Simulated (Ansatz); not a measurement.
# AlClFH3: the cost of one run

Program: Ansatz 0.2.0. Level of theory: RKS B3LYP-D4/def2-SVP. These are calculated values, not measurements.

### 1 The structure to begin with

Bond lengths: Al1–Cl2 2.580 Å, Al1–H3 1.560 Å, Al1–H4 1.560 Å, Al1–F5 1.990 Å. Angles: Cl2–Al1–H3 120.0°, Cl2–Al1–H4 120.0°, Cl2–Al1–F5 71.6°, H3–Al1–H4 120.0°, H3–Al1–F5 97.0°, H4–Al1–F5 101.2°.

Structure file:

```xyz
6

Al    0.0000    0.0000    0.0000
Cl    0.0000    0.0000    2.5800
H     1.3510    0.0000   -0.7800
H    -1.3510    0.0000   -0.7800
F     0.0832   -1.8866    0.6275
H     0.0621   -1.4096    1.7633
```

### 2 A restrained relaxation towards end A

Springs on the bonds that form and break draw the guess towards this end; the thresholds are loose.

Contents of input.yaml:

```yaml
crystal:
  periodic: [false, false, false]
  atoms:
    - { symbol: Al, position_ang: [0.0, 0.0, 0.0] }
    - { symbol: Cl, position_ang: [0.0, 0.0, 2.58] }
    - { symbol: H, position_ang: [1.351, 0.0, -0.78] }
    - { symbol: H, position_ang: [-1.351, 0.0, -0.78] }
    - { symbol: F, position_ang: [0.0832, -1.8866, 0.6275] }
    - { symbol: H, position_ang: [0.0621, -1.4096, 1.7633] }
basis:
  gaussian: { orbitals: def2-SVP }
hamiltonian:
  xc: b3lyp
  dispersion: d4
relax:
  f_tol: 0.15
  max_steps: 25
  restrain:
    - { distance: [0, 4], at: 2.89, k: 30.0 }
    - { distance: [5, 1], at: 2.57, k: 30.0 }
    - { distance: [0, 1], at: 2.23, k: 30.0 }
    - { distance: [5, 4], at: 0.92, k: 30.0 }
```

Started as:

```console
$ ansatz run input.yaml --threads 1 --pin off --max-ram 2048MiB --backend cpu --events-out ev --progress --plain --runs-dir out
```

What time and memory should one allow on 1 thread of Arm Neoverse V1, shared host?

About 16 s, with a peak of 0.13 GiB.
